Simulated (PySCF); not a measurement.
## `c1cpcs1`, C3H3PS

Molfile (atoms numbered from 1):
```
C3H3PS
     RDKit          3D

  8  8  0  0  0  0  0  0  0  0999 V2000
   -0.7791    0.7458    0.1641 C   0  0  0  0  0  0  0  0  0  0  0  0
   -0.9639   -0.5712   -0.1513 C   0  0  0  0  0  0  0  0  0  0  0  0
    0.4586   -1.5060   -0.3236 S   0  0  0  0  0  0  0  0  0  0  0  0
    1.5449   -0.2372    0.0118 C   0  0  0  0  0  0  0  0  0  0  0  0
    0.8918    1.3094    0.3528 P   0  0  0  0  0  0  0  0  0  0  0  0
   -1.6336    1.4155    0.2918 H   0  0  0  0  0  0  0  0  0  0  0  0
   -1.9233   -1.0706   -0.3019 H   0  0  0  0  0  0  0  0  0  0  0  0
    2.6094   -0.4810   -0.0091 H   0  0  0  0  0  0  0  0  0  0  0  0
  1  2  2  0
  2  3  1  0
  3  4  1  0
  4  5  2  0
  5  1  1  0
  1  6  1  0
  2  7  1  0
  4  8  1  0
M  END
```

Computed, not measured: GIAO CAM-B3LYP/pcSseg-1 magnetisability, rotational g tensor and spin-rotation constants, non-relativistic, gas phase in PySCF. Geometry: PBE0-D3(BJ)/def2-SVP.

Question: What are the magnetisability and the molar susceptibility?

Answer: Isotropic -1095 × 10⁻³⁰ J/T², or -66.0 × 10⁻⁶ cm³/mol; principal values -1779, -799, -708 × 10⁻³⁰ J/T², anisotropy 1028 × 10⁻³⁰ J/T² (root of half the summed squared differences of the principal values). The susceptibility is in cgs units.

Question: Split it along the inertial axes a, b, c into diamagnetic and paramagnetic parts about the centre of mass, with the quadrupole moment.

Answer: 
```tsv
axis	χ (10⁻⁶ cm³/mol)	diamagnetic (10⁻⁶ cm³/mol)	paramagnetic (10⁻⁶ cm³/mol)	summed x² of all electrons (Å²)	quadrupole Θ (D Å)
a	-47.9	-264.8	216.9	84.7	-2.52
b	-42.9	-400.9	358.0	52.6	+7.87
c	-107.1	-582.6	475.5	9.8	-5.34
```
Anisotropies 2χaa − χbb − χcc = +54.3 and 2χbb − χaa − χcc = +69.2 × 10⁻⁶ cm³/mol. Θ is traceless in Buckingham's convention.

Question: And the rotational g tensor?

Answer: 
```tsv
axis	rotational constant (GHz)	g	nuclear part	electronic part
a	6.7429	-0.0869	0.6003	-0.6872
b	3.3818	-0.0612	0.5076	-0.5688
c	2.2522	+0.0354	0.5386	-0.5031
```
Asymmetric top; isotopes 12C, 1H, 31P, 32S; no vibrational averaging.
